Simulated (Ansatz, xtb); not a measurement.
Homolysis of single bonds, series SiH2Cl-X. All species are isolated molecules in the gas phase. One relaxed conformer stands for each flexible species; it need not be the lowest. Strings in code marks are SMILES.

Quantity: homolytic bond dissociation enthalpy at 298 K (no spin–orbit term), in eV. Enthalpy corrections at 298 K come from GFN2-xTB frequencies (xtb).

Case: Si–Cl bond of `F[SiH2]Cl`, giving `F[SiH2]` and `[Cl]`. Geometry of `[SiH2](Cl)F` (neutral, multiplicity 1, Å):

```xyz
5

F     -0.8695     1.3395    -0.0366
Si    -0.1075    -0.0616     0.0003
Cl     1.9107     0.2835     0.0116
H     -0.4554    -0.8069    -1.2181
H     -0.4782    -0.7545     1.2427
```

Question: Give the homolytic bond dissociation enthalpy at 298 K (no spin–orbit term) at the level HF/def2-TZVPP // B3LYP-D3(BJ)/def2-TZVP (Ansatz, a quantum-chemistry and plane-wave program).

Answer: 3.83 eV.
